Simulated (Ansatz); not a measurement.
# BH2O2: the cost of one run

Method: PBE0-D4/6-31G; program: Ansatz 0.2.0, Gaussian basis.

## (1) Starting geometry

5 atoms, charge 1, spin multiplicity 1.

Atoms are counted from 1 here; the program's logs count them from 0.

Bond lengths: O1–B2 1.223 Å, O1–H4 0.956 Å, B2–O3 1.224 Å, O3–H5 0.956 Å. Angles: B2–O1–H4 175.2°, O1–B2–O3 179.0°, B2–O3–H5 173.5°.

Coordinates:

```xyz
5

O    -0.74428   -0.25930   -0.93540
B     0.00216    0.00313   -0.00221
O     0.73435    0.25909    0.94422
H    -1.35287   -0.52748   -1.62227
H     1.36065    0.52456    1.61566
```

## (2) Dynamics

The input, md/in.yaml:

```yaml
crystal:
  periodic: [false, false, false]
  atoms:
    - {symbol: O, position_ang: [-0.744280, -0.259300, -0.935400]}
    - {symbol: B, position_ang: [0.002160, 0.003130, -0.002210]}
    - {symbol: O, position_ang: [0.734350, 0.259090, 0.944220]}
    - {symbol: H, position_ang: [-1.352870, -0.527480, -1.622270]}
    - {symbol: H, position_ang: [1.360650, 0.524560, 1.615660]}
basis:
  gaussian: {orbitals: 6-31G}
total_charge: 1
hamiltonian: {xc: pbe0, dispersion: d4}
md: {n_steps: 40, timestep: 0.5, temperature: 700, ensemble: nvt_nose_hoover, seed: 899, initial_velocities: maxwell_boltzmann}
```

The run is started by

```bash
$ ansatz run in.yaml --threads 2 --pin off --events-out ev --progress --plain --max-ram 3481MiB
```

What time and memory should one allow on 2 threads of Intel Xeon 6975P-C, shared host?

About 8 s, with a peak of 0.1 GiB.
